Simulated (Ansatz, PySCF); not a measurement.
Reaction: Cl2 (molecular chlorine, SMILES ClCl) → 2 Cl (doublet) (the Cl-Cl bond breaks)
Each species at its own B3LYP-D3(BJ)/def2-TZVP minimum (Ansatz, a first-principles code).

Total energies in hartree (Ansatz). Open shells are spin-unrestricted; no spin-orbit coupling. Correlated methods leave the cores frozen. No relativity.

```csv
species,HF/cc-pV(T+d)Z,CCSD(T)/cc-pV(T+d)Z,HF/cc-pV(Q+d)Z,CCSD(T)/cc-pV(Q+d)Z,CCSDT(Q)/cc-pV(Q+d)Z
"1: Cl2 (molecular chlorine, SMILES ClCl)",-919.00055,-919.43198,-919.00825,-919.47931,-919.48148
2: Cl (doublet),-459.48556,-459.67356,-459.48916,-459.69449,-459.69547
```

Question: Work out the bond dissociation energy (enthalpy at 298 K, ideal-gas terms from PySCF's Hessians at B3LYP-D3(BJ)/def2-TZVP) in kJ/mol: take Hartree-Fock from cc-pV(Q+d)Z, extrapolate the CCSD(T) correlation energy as X^-3 (X = 3, 4), and add CCSDT(Q) - CCSD(T) in cc-pV(Q+d)Z. The further terms named in the bracket sum to -0.00001 hartree. 1 hartree = 2625.5 kJ/mol.

Answer: 
Species 1: correlation (64·(-0.47106) - 27·(-0.43143))/37 = -0.49998; step -0.00217; E1 = -919.00825 + (-0.49998) + (-0.00217) = -919.51040
Species 2: correlation (64·(-0.20533) - 27·(-0.18800))/37 = -0.21798; step -0.00098; E2 = -459.48916 + (-0.21798) + (-0.00098) = -459.70812
-1·E1 +2·E2 -0.00001 = 0.09415 hartree = 247.2 kJ/mol. From measured enthalpies of formation at 298 K: 58.0 kcal/mol (Active Thermochemical Tables 1.112 (ions: stationary electron), as tabulated in the package chemicals). The calculations leave out spin-orbit terms. The composite differs from it by +4.6 kJ/mol; core, relativistic and spin-orbit terms are not in it.
